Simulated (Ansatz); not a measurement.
A nudged elastic band was laid between two geometries of C₂H₇Al (10 atoms, charge 0, multiplicity 1).

Theory: RKS PBE/cc-pVDZ (Ansatz).

```json
{
 "movable images": "9",
 "climbing image": "yes",
 "spring": "5.0 eV/Å²",
 "optimiser": "quadratic models (default)",
 "start path": "through a guess of the saddle point",
 "force threshold": "0.03 eV/Å",
 "iteration limit": "60",
 "end points": "relaxed"
}
```

First end point:

```xyz
10
Properties=species:S:1:pos:R:3
Al 0.127 -0.101 0.454
H -0.224 -0.349 2.013
C 2.031 0.040 -0.065
H 2.584 -0.882 0.224
H 2.195 0.209 -1.149
H 2.525 0.871 0.487
C -1.377 0.038 -0.824
H -1.961 -0.910 -0.833
H -2.092 0.827 -0.501
H -1.071 0.257 -1.867
```

Last end point:

```xyz
10
Properties=species:S:1:pos:R:3
Al -1.443 -0.575 1.108
H 1.494 -0.015 1.183
C 2.135 0.176 0.297
H 2.320 -0.776 -0.235
H 1.631 0.889 -0.383
H 3.097 0.605 0.637
C -1.600 -0.144 -0.862
H -2.590 -0.447 -1.278
H -1.488 0.949 -1.058
H -0.819 -0.662 -1.468
```

(1) What changes between the two ends?

(2) Give the energies along the band, and the barrier.

(3) What is the geometry of the highest image?

The band took 22 iterations and roughly 6 core-minutes.

Answers

(1) Bonds broken: Al1–H2, Al1–C3. Bonds formed: H2–C3. C2H7Al becomes CH3Al + CH4.

(2) It converged. The highest image is number 4 of 0 to 10, 2.74 eV above the first end and 1.90 eV above the last; the last end lies 0.84 eV above the first. Neighbouring images differ by up to 2.3 eV, so the band resolves the path poorly. A vibrational analysis at the climbing image gives one clearly imaginary mode, 1118i cm⁻¹: a first-order saddle point. The orbitals stay closed-shell, which can raise the energy where a bond breaks towards radicals; this wasn't checked here.

```csv
image,path coordinate (Å),energy (eV),Al1–H2 (Å),Al1–C3 (Å),H2–C3 (Å)
0,0.00,0.00,1.62,1.98,3.09
1,1.06,0.00,1.62,1.98,3.11
2,2.12,0.01,1.62,1.98,3.12
3,3.18,0.48,1.58,1.95,2.72
4,4.24,2.74,1.60,2.30,1.77
5,4.95,1.19,1.97,2.69,1.17
6,5.65,0.85,2.58,3.33,1.11
7,6.36,0.84,2.99,3.74,1.11
8,7.06,0.84,2.99,3.78,1.11
9,7.77,0.84,3.04,3.80,1.11
10,8.47,0.84,2.99,3.75,1.11
```

(3) 
```xyz
10
Properties=species:S:1:pos:R:3
Al -0.378 -0.275 0.964
H 1.034 -0.086 1.698
C 1.690 0.197 0.076
H 1.796 -0.688 -0.590
H 1.473 1.113 -0.517
H 2.634 0.340 0.637
C -1.264 -0.176 -0.817
H -2.334 -0.455 -0.782
H -1.178 0.866 -1.195
H -0.735 -0.837 -1.535
```

The run took 3.3 min on 2 threads of Arm Neoverse V2 (shared host), peak memory 0.12 GiB.
